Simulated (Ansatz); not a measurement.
The first iterations of a band of AlClFH$_{3}$ (6 atoms, charge 0, multiplicity 1).

Method: RKS PBE/6-31G* (Ansatz 0.2.0).

* movable images: 9
* climbing image: yes
* spring: 5.0 eV/Å²
* optimiser: quadratic models (default)
* start path: through a guess of the saddle point
* force threshold: 0.03 eV/Å
* iteration limit: 60
* end points: relaxed

First end point:

```xyz
6
Properties=species:S:1:pos:R:3
Al 0.009 -0.034 0.029
F 0.013 0.176 1.749
H 1.428 0.152 -0.671
H -1.427 0.066 -0.654
Cl 0.083 -2.482 0.923
H 0.054 -1.479 1.824
```

Last end point:

```xyz
6
Properties=species:S:1:pos:R:3
Al 0.018 -0.370 -0.101
F 0.021 -0.013 1.868
H 1.425 0.173 -0.609
H -1.426 0.086 -0.593
Cl 0.084 -2.477 0.615
H 0.037 -1.000 2.021
```

| iteration | highest image above the first end (eV) | largest band force component (eV/Å) |
| --- | --- | --- |
| 1 | 0.562 | 1.873 |
| 2 | 0.069 | 0.959 |

Problem. Does the band converge within its limit, and where does its top end?

Solution. It converged. It ended after 6 iterations with the highest image 0.016 eV above the first end. A vibrational analysis at the climbing image gives one clearly imaginary mode, 272i cm⁻¹: a first-order saddle point. The orbitals stay closed-shell, which can raise the energy where a bond breaks towards radicals; this wasn't checked here.

Time of the run: 90 s on 1 thread of Intel(R) Xeon(R) Platinum 8259CL CPU @ 2.50GHz (Skylake/Cascade Lake), with other jobs on the host, peak memory 0.13 GiB.
